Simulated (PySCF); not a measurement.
SF4: calculation against experiment

**Experimental background.**

NIST CCCBDB Release 22 (SRD 101), experimental dipoles lists, for the gas: dipole moment (microwave Stark effect, vibrational ground state) 0.632 ± 0.003 D.

How close the calculation comes is told at the end.

Species: SF4.
SMILES with atom numbers: `[F:1][S:2]([F:3])([F:4])[F:5]`

Geometry (PBE0-D3(BJ)/def2-TZVP, Å), atoms numbered from 1 in this order:
```xyz
5
SF4 angstrom
F      0.4303   -1.0642    0.6595
S      0.0609   -0.0317   -0.4406
F     -0.5520    1.1132    0.4116
F      1.5355    0.6622   -0.1889
F     -1.4401   -0.7135   -0.4816
```

Runs made with PySCF (gas phase, on this PBE0-D3(BJ)/def2-TZVP geometry; no spin–orbit coupling):

```json
{"level": "PBE0-D3(BJ)/def2-TZVP, grid level 2", "job": "geometry optimisation from a GFN2-xTB start shaken at random", "basis functions": "161"}
{"level": "PBE0/pcSseg-2", "job": "shieldings, charges and field gradients, density and orbital grids written", "basis functions": "187"}
{"level": "CAM-B3LYP/aug-cc-pVTZ", "job": "10 singlets by full TDDFT, 4 Tamm–Dancoff triplets, polarisability", "basis functions": "234"}
{"level": "PBE0/aug-cc-pVTZ", "job": "10 singlets by full TDDFT, 4 Tamm–Dancoff triplets, polarisability, dynamic polarisability, density and orbital grids written", "basis functions": "234"}
{"level": "wB97X-D/aug-cc-pVTZ", "job": "10 singlets by full TDDFT, 4 Tamm–Dancoff triplets, polarisability, ΔSCF ions", "basis functions": "234"}
```

Results beside the measurements:

**Dipole moment.** Measured: 0.632 D (NIST CCCBDB Release 22 (SRD 101), experimental dipoles).

```
                level  computed (D)  computed − measured (D)  % (from the printed values)
PBE0-D3(BJ)/def2-TZVP         0.610                   -0.022                           -3
        PBE0/pcSseg-2         0.697                   +0.065                          +10
CAM-B3LYP/aug-cc-pVTZ         0.702                   +0.070                          +11
     PBE0/aug-cc-pVTZ         0.623                   -0.009                           -1
  wB97X-D/aug-cc-pVTZ         0.626                   -0.006                           -1
```

The computed dipoles belong to one fixed geometry; measured ones are averaged over vibrations unless marked μe. Magnitudes are compared, not signs.

The geometry is computed, not the measured one. Where a level misses, the cause wasn't examined.
